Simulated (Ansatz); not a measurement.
Basis-set extrapolation for C₂H₄N₂, SMILES `NC1=CN1` (PBE0-D4/def2-TZVP geometry, frozen core, Ansatz). Multiplicity 1, RHF reference.

|  | def2-TZVPP | def2-QZVPP |
| --- | --- | --- |
| HF | -186.898439 | -186.907228 |
| MP2 correlation | -0.732549 | -0.782472 |
| CCSD(T) correlation | -0.784742 | not run |

Energies in hartree. Use E(X) = E(∞) + A·exp(−7.88·√X) for Hartree–Fock and E(X) = E(∞) + B·X^(−2.97) for correlation, with X = 3 and 4, and add CCSD(T) minus MP2 of the smaller set to the MP2 limit.

Problem. What is the CCSD(T) energy at the basis-set limit?

Solution. HF limit: -186.907228 + (-0.008789) × 0.13774 = -186.90844. MP2 limit: -0.782472 + (-0.049923) × 0.74074 = -0.81945. Higher-order term: -0.784742 − (-0.732549) = -0.05219. Total: -187.78008 hartree, 254.4 kJ/mol below CCSD(T)/def2-TZVPP.
